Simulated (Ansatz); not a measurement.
Write a Python script for Ansatz 0.2.0, Python API that makes a rigid scan of one bond length of CH₂O₂S, SMILES OC(O)=S. Level of theory (for the species named): B3LYP, 6-31G* basis, multiplicity 1.

```yaml
atoms:
  - { symbol: O, position_ang: [0.7988, 0.4519, -0.5017] }
  - { symbol: C, position_ang: [-0.3174, -0.1265, -0.0002] }
  - { symbol: O, position_ang: [-0.1307, -0.5660, 1.2244] }
  - { symbol: S, position_ang: [-1.6383, -0.2933, -0.8232] }
  - { symbol: H, position_ang: [0.5208, 0.7831, -1.4285] }
  - { symbol: H, position_ang: [0.8090, -0.3134, 1.4831] }
```

`scan.py`
```python
"""Potential curve of CH2O2S along one bond."""

import ansatz as az
import numpy as np

config = {
    "basis": "6-31G*",
    "functional": "b3lyp",
}


def main() -> None:
    geometry_ang = [
        ("O", (0.7988, 0.4519, -0.5017)),
        ("C", (-0.3174, -0.1265, -0.0002)),
        ("O", (-0.1307, -0.566, 1.2244)),
        ("S", (-1.6383, -0.2933, -0.8232)),
        ("H", (0.5208, 0.7831, -1.4285)),
        ("H", (0.809, -0.3134, 1.4831)),
    ]
    geometry = az.Crystal.molecule()
    for symbol, xyz in geometry_ang:
        geometry = geometry.atom(symbol, xyz)

    symbols = [site.symbol for site in geometry.cartesian_sites]
    start = np.array([site.position_ang for site in geometry.cartesian_sites])
    axis = (start[3] - start[1]) / np.linalg.norm(start[3] - start[1])
    moving = [3]
    lengths, energies = [1.33, 1.44, 1.57, 1.72, 1.96, 2.35, 2.82, 3.44], []
    for length in lengths:
        xyz = start.copy()
        xyz[moving] += (length - np.linalg.norm(start[3] - start[1])) * axis
        point = az.Crystal.molecule()
        for symbol, place in zip(symbols, xyz):
            point = point.atom(symbol, place.tolist())
        calculation = (
            point.calculation()
            .basis(gaussian=config["basis"])
            .functional(config["functional"])
            .spin("collinear")
        )
        report = calculation.run().report
        energies.append(report["free_energy_ev"])
        print(f"r = {length:6.3f} A  E = {energies[-1]:.5f} eV  <S^2> = {abs(report['mean_field']['state']['spin_squared']):.3f}")

    print("energy above the lowest point (eV):", [round(e - min(energies), 3) for e in energies])


if __name__ == "__main__":
    main()
```

`python scan.py` gives:
```text
r =  1.330 A  E = -15995.02840 eV  <S^2> = 0.000
r =  1.440 A  E = -15997.28067 eV  <S^2> = 0.000
r =  1.570 A  E = -15998.33163 eV  <S^2> = 0.000
r =  1.720 A  E = -15998.39036 eV  <S^2> = 0.000
r =  1.960 A  E = -15997.45640 eV  <S^2> = 0.000
r =  2.350 A  E = -15995.62194 eV  <S^2> = 0.000
r =  2.820 A  E = -15994.56429 eV  <S^2> = 0.801
r =  3.440 A  E = -15994.17093 eV  <S^2> = 0.978
energy above the lowest point (eV): [3.362, 1.11, 0.059, 0.0, 0.934, 2.768, 3.826, 4.219]
```

Reading the output:
- Total energies depend on the basis set; only differences at equal settings carry meaning.
- The rest of the molecule is held rigid at a force-field or estimated start geometry, and the basis set is modest; single-reference methods fail as a bond breaks.
- The expectation value of S² is noticeably off S(S+1) in at least one run, so that state is spin-contaminated.
- b3lyp holds the VWN-RPA fit, as in Gaussian; the form of ORCA and Turbomole is b3lyp5.
- It ran for 38 s on 1 thread of Intel(R) Xeon(R) Platinum 8375C CPU @ 2.90GHz (Ice Lake), on a shared host, peak memory 0.25 GiB.
